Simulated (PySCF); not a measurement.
Compound: C3H4O.
Numbering: `[CH:1]#[C:2][CH2:3][OH:4]` (hydrogens: H5 on C1; H6, H7 on C3; H8 on O4)

Level: wB97X-D/pcSseg-2 in PySCF, non-relativistic, on one gas-phase PBE0-D3(BJ)/def2-TZVP geometry that isn't relaxed in the solvent. The solvent is an IEF-PCM continuum (Bondi radii, 1.10 Å for H, scaled by 1.2). Only the electrostatic response of the medium enters.

Gas phase at wB97X-D/pcSseg-2: HOMO -9.59 eV, LUMO 1.78 eV, dipole 1.97 D.

Task: What does the continuum do to the energy, the frontier levels and the dipole at wB97X-D/pcSseg-2 in chloroform?

Result: 
```tsv
solvent	ε	E(solvent) − E(gas) (kcal/mol)	polarisation term (kcal/mol)	distortion of the solute (kcal/mol)	HOMO (eV)	LUMO (eV)	dipole (D)
chloroform	4.711	-5.31	-5.93	0.62	-9.63	1.98	2.38
```

The polarisation term is half the interaction of the solute with the surface charges that it induces; the rest is the cost of distorting the solute's density. The sum is the electrostatic part of solvation alone.

Task: Which radius a makes the point-dipole formula ΔE = −[(ε − 1)/(2ε + 1)]·μ²/a³ give the value in chloroform, with the gas-phase dipole?

Result: μ = 0.777 au and |ΔE| = 0.00846 Eh give a = 1.56 Å; the farthest nucleus lies 3.07 Å from the centroid of the nuclei, so such a sphere wouldn't even hold the nuclei. The formula assumes a rigid point dipole at the centre of a sphere.

Shape of the structure used: `[CH:1]#[C:2][CH2:3][OH:4]`: H–O4–C3–C2 180°.

The pairwise dispersion term of wB97X-D wasn't added to the energies; at a given geometry it leaves orbitals and properties as they are.
